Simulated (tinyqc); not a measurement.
Inside a calculation. Method: RHF in the sto-3g basis, for H2F+, spin multiplicity 1. One step of it, computed by the program tinyqc.

Task: Iteration 2: building the Fock matrix. J_ij = sum D_kl (ij|kl), K_ij = sum D_kl (ik|jl); F = H + J - 0.5 K; E = tr D H + tr D J / 2 - 0.25 tr D K + E_nn.

D after iteration 1:
```
            1F 1s      1F 2s    1F 2px     1F 2py     1F 2pz      2H 1s      3H 1s
1F 1s    2.113707  -0.474625  0.000000   0.000000   0.039167  -0.025476  -0.025476
1F 2s   -0.474625   1.999165  0.000000   0.000000  -0.213180   0.067786   0.067786
1F 2px   0.000000   0.000000  2.000000   0.000000   0.000000   0.000000   0.000000
1F 2py   0.000000   0.000000  0.000000   1.531732   0.000000   0.345461  -0.345461
1F 2pz   0.039167  -0.213180  0.000000   0.000000   1.802620   0.233584   0.233584
2H 1s   -0.025476   0.067786  0.000000   0.345461   0.233584   0.112824  -0.043004
3H 1s   -0.025476   0.067786  0.000000  -0.345461   0.233584  -0.043004   0.112824
```

core Hamiltonian H = T + V (hartree):
```
             1F 1s       1F 2s     1F 2px     1F 2py     1F 2pz      2H 1s      3H 1s
1F 1s   -40.995214   -9.620567   0.000000   0.000000  -0.011217  -1.329653  -1.329653
1F 2s    -9.620567  -11.471514   0.000000   0.000000  -0.138353  -3.111913  -3.111913
1F 2px    0.000000    0.000000  -9.118323   0.000000   0.000000   0.000000   0.000000
1F 2py    0.000000    0.000000   0.000000  -9.227088   0.000000  -1.812044   1.812044
1F 2pz   -0.011217   -0.138353   0.000000   0.000000  -9.160170  -1.157408  -1.157408
2H 1s    -1.329653   -3.111913   0.000000  -1.812044  -1.157408  -5.023891  -1.011747
3H 1s    -1.329653   -3.111913   0.000000   1.812044  -1.157408  -1.011747  -5.023891
```

Two-electron integrals (ij|kl) in chemists' order, unique and non-zero (hartree):
```
(11|11) 5.403501    (21|11) 0.841920    (21|21) 0.156299    (22|11) 1.268028
(22|21) 0.292344    (22|22) 0.926167    (31|31) 0.027998    (32|31) 0.043169
(32|32) 0.204588    (33|11) 1.264502    (33|21) 0.292403    (33|22) 0.925959
(33|33) 0.997514    (41|41) 0.027998    (42|41) 0.043169    (42|42) 0.204588
(43|43) 0.053770    (44|11) 1.264502    (44|21) 0.292403    (44|22) 0.925959
(44|33) 0.889973    (44|44) 0.997514    (51|51) 0.027998    (52|51) 0.043169
(52|52) 0.204588    (53|53) 0.053770    (54|54) 0.053770    (55|11) 1.264502
(55|21) 0.292403    (55|22) 0.925959    (55|33) 0.889973    (55|44) 0.889973
(55|55) 0.997514    (61|11) 0.116941    (61|21) 0.021535    (61|22) 0.040052
(61|33) 0.039990    (61|41) 0.000748    (61|42) 0.001407    (61|44) 0.040130
(61|51) 0.000464    (61|52) 0.000873    (61|54) 0.000086    (61|55) 0.040044
(61|61) 0.002997    (62|11) 0.306094    (62|21) 0.071560    (62|22) 0.254107
(62|33) 0.250331    (62|41) 0.004149    (62|42) 0.032820    (62|44) 0.258331
(62|51) 0.002574    (62|52) 0.020358    (62|54) 0.004963    (62|55) 0.253409
(62|61) 0.010012    (62|62) 0.086934    (63|31) 0.007371    (63|32) 0.044130
(63|43) 0.006852    (63|53) 0.004250    (63|63) 0.012685    (64|11) 0.180578
(64|21) 0.042746    (64|22) 0.162472    (64|33) 0.155598    (64|41) 0.009533
(64|42) 0.063951    (64|44) 0.174164    (64|51) 0.001342    (64|52) 0.012294
(64|54) 0.007266    (64|55) 0.157469    (64|61) 0.006223    (64|62) 0.068217
(64|64) 0.065825    (65|11) 0.112009    (65|21) 0.026515    (65|22) 0.100779
(65|33) 0.096514    (65|41) 0.001342    (65|42) 0.012294    (65|44) 0.099531
(65|51) 0.008203    (65|52) 0.051756    (65|54) 0.008723    (65|55) 0.106175
(65|61) 0.003860    (65|62) 0.042314    (65|64) 0.032961    (65|65) 0.033131
(66|11) 0.474374    (66|21) 0.112710    (66|22) 0.462281    (66|33) 0.446922
(66|41) 0.007917    (66|42) 0.088924    (66|44) 0.479836    (66|51) 0.004911
(66|52) 0.055158    (66|54) 0.020416    (66|55) 0.459586    (66|61) 0.015856
(66|62) 0.206165    (66|64) 0.188187    (66|65) 0.116729    (66|66) 0.774606
(71|11) 0.116941    (71|21) 0.021535    (71|22) 0.040052    (71|33) 0.039990
(71|41) -0.000748   (71|42) -0.001407   (71|44) 0.040130    (71|51) 0.000464
(71|52) 0.000873    (71|54) -0.000086   (71|55) 0.040044    (71|61) 0.002955
(71|62) 0.009717    (71|64) 0.005567    (71|65) 0.003750    (71|66) 0.015275
(71|71) 0.002997    (72|11) 0.306094    (72|21) 0.071560    (72|22) 0.254107
(72|33) 0.250331    (72|41) -0.004149   (72|42) -0.032820   (72|44) 0.258331
(72|51) 0.002574    (72|52) 0.020358    (72|54) -0.004963   (72|55) 0.253409
(72|61) 0.009717    (72|62) 0.069712    (72|64) 0.037864    (72|65) 0.032851
(72|66) 0.133139    (72|71) 0.010012    (72|72) 0.086934    (73|31) 0.007371
(73|32) 0.044130    (73|43) -0.006852   (73|53) 0.004250    (73|63) 0.009790
(73|73) 0.012685    (74|11) -0.180578   (74|21) -0.042746   (74|22) -0.162472
(74|33) -0.155598   (74|41) 0.009533    (74|42) 0.063951    (74|44) -0.174164
(74|51) -0.001342   (74|52) -0.012294   (74|54) 0.007266    (74|55) -0.157469
(74|61) -0.005567   (74|62) -0.037864   (74|64) -0.011165   (74|65) -0.017511
(74|66) -0.066430   (74|71) -0.006223   (74|72) -0.068217   (74|74) 0.065825
(75|11) 0.112009    (75|21) 0.026515    (75|22) 0.100779    (75|33) 0.096514
(75|41) -0.001342   (75|42) -0.012294   (75|44) 0.099531    (75|51) 0.008203
(75|52) 0.051756    (75|54) -0.008723   (75|55) 0.106175    (75|61) 0.003750
(75|62) 0.032851    (75|64) 0.017511    (75|65) 0.025090    (75|66) 0.069014
(75|71) 0.003860    (75|72) 0.042314    (75|74) -0.032961   (75|75) 0.033131
(76|11) 0.092025    (76|21) 0.021729    (76|22) 0.084419    (76|33) 0.082888
(76|44) 0.084610    (76|51) 0.001236    (76|52) 0.011935    (76|55) 0.085668
(76|61) 0.003006    (76|62) 0.028755    (76|64) 0.019824    (76|65) 0.016012
(76|66) 0.073393    (76|71) 0.003006    (76|72) 0.028755    (76|74) -0.019824
(76|75) 0.016012    (76|76) 0.012019    (77|11) 0.474374    (77|21) 0.112710
(77|22) 0.462281    (77|33) 0.446922    (77|41) -0.007917   (77|42) -0.088924
(77|44) 0.479836    (77|51) 0.004911    (77|52) 0.055158    (77|54) -0.020416
(77|55) 0.459586    (77|61) 0.015275    (77|62) 0.133139    (77|64) 0.066430
(77|65) 0.069014    (77|66) 0.283778    (77|71) 0.015856    (77|72) 0.206165
(77|74) -0.188187   (77|75) 0.116729    (77|76) 0.073393    (77|77) 0.774606
```

nuclear repulsion = 9.01732054 hartree

Give: Coulomb J; exchange K; Fock matrix F; total energy of this density.

Result:

Coulomb J (hartree):
```
          1F 1s    1F 2s  1F 2px   1F 2py   1F 2pz   2H 1s    3H 1s
1F 1s   20.4269   3.9000  0.0000   0.0000  -0.0050  0.5374   0.5374
1F 2s    3.9000   9.6742  0.0000   0.0000  -0.0016  2.5962   2.5962
1F 2px   0.0000   0.0000  9.6716   0.0000   0.0000  0.0000   0.0000
1F 2py   0.0000   0.0000  0.0000   9.6591   0.0000  1.6402  -1.6402
1F 2pz  -0.0050  -0.0016  0.0000   0.0000   9.6654  1.0200   1.0200
2H 1s    0.5374   2.5962  0.0000   1.6402   1.0200  4.6742   0.8528
3H 1s    0.5374   2.5962  0.0000  -1.6402   1.0200  0.8528   4.6742
```

exchange K (hartree):
```
          1F 1s    1F 2s  1F 2px   1F 2py   1F 2pz   2H 1s    3H 1s
1F 1s   11.0799   1.9236  0.0000   0.0000   0.0011  0.2805   0.2805
1F 2s    1.9236   3.1354  0.0000   0.0000  -0.0517  0.8930   0.8930
1F 2px   0.0000   0.0000  2.6282   0.0000   0.0000  0.0000   0.0000
1F 2py   0.0000   0.0000  0.0000   2.4392   0.0000  0.5575  -0.5575
1F 2pz   0.0011  -0.0517  0.0000   0.0000   2.5450  0.3619   0.3619
2H 1s    0.2805   0.8930  0.0000   0.5575   0.3619  0.6305   0.2028
3H 1s    0.2805   0.8930  0.0000  -0.5575   0.3619  0.2028   0.6305
```

Fock matrix F (hartree):
```
           1F 1s    1F 2s   1F 2px   1F 2py   1F 2pz    2H 1s    3H 1s
1F 1s   -26.1082  -6.6823   0.0000   0.0000  -0.0168  -0.9325  -0.9325
1F 2s    -6.6823  -3.3650   0.0000   0.0000  -0.1141  -0.9622  -0.9622
1F 2px    0.0000   0.0000  -0.7608   0.0000   0.0000   0.0000   0.0000
1F 2py    0.0000   0.0000   0.0000  -0.7876   0.0000  -0.4506   0.4506
1F 2pz   -0.0168  -0.1141   0.0000   0.0000  -0.7673  -0.3184  -0.3184
2H 1s    -0.9325  -0.9622   0.0000  -0.4506  -0.3184  -0.6649  -0.2603
3H 1s    -0.9325  -0.9622   0.0000   0.4506  -0.3184  -0.2603  -0.6649
```

total energy of this density = -98.714697 hartree
